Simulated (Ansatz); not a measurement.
Relaxed structures of CH3BN (charge -1), closed shell (PBE0-D4/def2-TZVPD; forces vanish, vibrations not checked; lower isomers may exist, and structures with a doubtful reference or unclear bonds are left out; Å). Computed with Ansatz 0.2.0 (basis: def2-TZVPPD); correlated methods freeze the cores.

**Question.** Rank them by CCSD(T) energy, lowest first, and give each one's height above the lowest. Links in brackets join atoms within 1.22 times the sum of their covalent radii (1.1 for two metals). (To be estimated.)
A.
CH₃BN ([BH]1[CH][NH]1), total charge -1
```
6
angstrom
B -0.2927 0.3371 0.0905
C 0.9895 -0.2186 -0.0038
N 0.2590 -0.2078 1.3908
H -0.0810 -1.1509 1.5784
H -1.2800 0.8999 -0.3029
H 2.0560 -0.0588 -0.0797
```
B.
CH₃BN ([BH2]1[CH][N]1), total charge -1
```
6
angstrom
B -0.6084 0.1171 -0.2456
C 0.8679 -0.1015 0.1629
N 0.0861 -0.3931 1.1078
H -1.2083 -0.7097 -0.9319
H -1.1084 1.2416 -0.2471
H 1.9711 -0.1544 0.1539
```
C.
CH₃BN ([BH2]1[C][NH]1), total charge -1
```
6
angstrom
B -0.6266 0.1030 -0.2025
C 0.0817 -0.4234 1.1951
N 0.8227 -0.1078 0.1875
H -1.1487 -0.7045 -0.9665
H -1.0489 1.2537 -0.2792
H 1.8354 -0.1170 0.0664
```

**Answer.** Computed: B (0.00 kcal/mol), C (27.40 kcal/mol), A (34.51 kcal/mol). Heights count from the lowest.

No T1 diagnostic of these runs exceeds 0.019.

For scale, one of the runs: CCSD(T)/def2-TZVPPD, 162 basis functions, launched by `ansatz run in.yaml --threads 2 --pin off --events-out ev --progress --plain --max-ram 4352MiB`. Time: 19 s of wall clock on 2 CPU threads of an Arm Neoverse V1; the host was shared. Peak host memory: 1.2 GiB.
